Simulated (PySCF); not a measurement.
Gas-phase reaction: AlH₃.NH₃ + 3 NH₂ → Al + 4 NH₃

Method: PySCF energies plus ideal-gas RRHO corrections (1 bar). † marks an energy on the PBE0/def2-TZVP geometry and frequencies; other levels use their own. CCSD(T) freezes the core. 6-31G* has spherical d functions here. Open shells (unrestricted): NH₂ (multiplicity 2), Al (multiplicity 2, electronic degeneracy 6); the rest are closed-shell singlets. Spin-orbit splitting is ignored; it lowers the true energy and changes the entropy of Al. B3LYP is the form with VWN-RPA correlation. Adducts (AlH₃.NH₃) have no counterpoise correction, and HF, PBE, BLYP, B3LYP and PBE0 lack dispersion. AlH₃.NH₃: computed as isolated molecules; such fragments, hydroxides, amides, oligomers or adducts are transient or little studied in the gas. CCSD(T) isn't extrapolated to the basis-set limit; its ΔH°(298 K) is -309.9 kJ in def2-SVP and -355.2 kJ in def2-TZVPP. The harmonic model lacks anharmonicity and excited electronic states, which grow with temperature; levels with a mode under 35 cm⁻¹ are left out.

| level | ΔE electronic, kJ | ΔH°(298 K), kJ | ΔS°(298 K), J/K | ΔG°(1000 K), kJ |
|---|---|---|---|---|
| B3LYP/6-31G* | -366 | -307 | 80 | -374 |
| CCSD(T)/def2-SVP† | -368 | -310 | 80 | -379 |
| HF/6-31G* | -195 | -132 | 81 | -200 |
| PBE0/def2-SVP† | -381 | -323 | 80 | -392 |
| PBE0/def2-TZVP | -411 | -353 | 80 | -422 |
| ωB97M-V/def2-TZVP† | -416 | -358 | 80 | -426 |
ΔH° is lowest at ωB97M-V/def2-TZVP† and highest at HF/6-31G*. No reference value is set beside these.
